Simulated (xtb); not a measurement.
xtb input:

```bash
xtb mol.xyz --gfn 2 --sp --chrg 1 --uhf 0
```
mol.xyz:
```
12

N     -0.00157683    -0.00024839     1.30348651
C      0.00170413     0.00026845    -1.40872082
C      0.00242832     1.18429545     0.66375975
C     -0.00403366    -1.18454834     0.66330053
C     -0.00242719    -1.20598434    -0.71362886
C      0.00415317     1.20625623    -0.71316122
H      0.00301286     0.00047461    -2.49058434
H      0.00410240     2.07112659     1.28013971
H     -0.00719860    -2.07161432     1.27933659
H     -0.00438966    -2.15440561    -1.23046542
H      0.00736564     2.15487440    -1.22963003
H     -0.00280348    -0.00044162     2.31750162
```

**Question.** What final total energy does it print?

**Answer.** -16.24577 Eh (GFN2-xTB).

It need not be the lowest isomer of its formula.
